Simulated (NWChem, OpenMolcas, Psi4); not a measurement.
# Predicting a hybrid from its neighbours: CH8Si2

CH8Si2 has 11 atoms, charge 0, and is taken as a singlet. As SMILES, `[SiH3]C[SiH3]`. The shape is that of a PBE0-D4/def2-TZVP optimisation.

The dipole moment y, in D, basis def2-SVP; a is the functional's share of exact exchange. Programs: NWChem 7.3.0, OpenMolcas 26.06, Psi4 1.11.

| functional | program | a | y (D) |
| --- | --- | --- | --- |
| BLYP | OpenMolcas | 0 | 0.85 |
| r2SCAN | OpenMolcas | 0 | 0.87 |
| TPSSh | Psi4 | 0.1 | 0.86 |
| B3LYP | NWChem | 0.2 | 0.84 |
| PBE0 | NWChem | 0.25 | ? |
| BHLYP | OpenMolcas | 0.5 | 0.83 |

Question: Fit y = c + s·a to the known rows and predict PBE0.

Answer: 
1. Means of the 5 rows: a = 0.1600, y = 0.850.
2. Σ(Δa)² = 0.172, Σ(Δa·Δy) = -0.011, so the slope is -0.011/0.172 = -0.063953.
3. Intercept: 0.850 − (-0.063953) × 0.1600 = 0.860. The largest residual of the fit is 0.010.
4. PBE0: 0.860 + (-0.063953) × 0.25 = 0.84 D.

The run gave 0.86 D, so the prediction is off by -0.02 D, more than the largest residual.
